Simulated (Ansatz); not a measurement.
Z-matrix (Å, degrees):
```
C
C 1 1.515
F 1 1.380 2 108.6
H 1 1.092 2 110.7 3 -119.4
H 1 1.092 2 109.9 3 119.0
C 2 1.504 1 113.7 3 65.0
F 2 1.382 1 107.1 3 -173.3
H 2 1.097 1 109.6 3 -56.2
F 6 1.378 2 110.8 1 53.3
H 6 1.093 2 109.9 1 172.9
H 6 1.094 2 109.4 1 -66.4
```

Charge 0, multiplicity 1.

Task: List the PBE/def2-TZVPP orbital energies in eV (Ansatz 0.2.0). (An estimate is asked.)

Result: The calculation gave: Occupied: -660.10, -660.07, -659.96, -271.48, -271.21, -271.19, -30.44, -30.19, -30.05, -19.90, -17.68, -15.32, -13.45, -13.16, -12.85, -12.30, -11.80, -11.42, -11.17, -9.73, -9.35, -8.43, -8.34, -8.02, -7.76. Lowest empty: 0.23, 0.41, 0.95, 1.59, 1.97, 2.15, 2.61, 3.16.
